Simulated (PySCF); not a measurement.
SiH₂⁺ + 2 F₂ → SiF₂⁺ + 2 HF

Level: PBE0 in the def2-TZVP basis family, all electrons, no relativity, computed in PySCF with density fitting; open shells unrestricted.

```csv
species,state and structure,E (Eh),ZPE (kJ/mol),H(298 K) − H(0) (kJ/mol),S° (J/(mol K))
SiH₂⁺,"doublet, C2v, Si–H 1.491 Å (×2); H–Si–H 119.7°",-290.15859,31.7,10.1,211.8
F₂,"singlet, D∞h, F–F 1.376 Å",-199.40856,6.6,8.7,201.9
SiF₂⁺,"doublet, C2v, Si–F 1.533 Å (×2); F–Si–F 119.9°",-488.67256,14.1,11.2,261.4
HF,"singlet, C∞v, H–F 0.920 Å",-100.39188,24.9,8.7,173.6
```

Task: What is the electronic reaction energy?

Result: At PBE0/def2-TZVP, ΔE = -1261.8 kJ/mol from the differences of the total energies times 2625.5, downhill. 

Task: Add zero-point, thermal and entropy terms for 298.15 K and 1 bar.

Result: ΔZPE = 19.0 and Δ[H(298) − H(0)] = 1.1 kJ/mol give ΔH° = -1241.7 kJ/mol. ΔS° = -7.0 J/(mol K), so ΔG° = -1241.7 − 298.15 × (-0.0070) = -1240 kJ/mol.

Only the bonding shown was studied: isomers, or loss of a ligand pair, can lie lower.
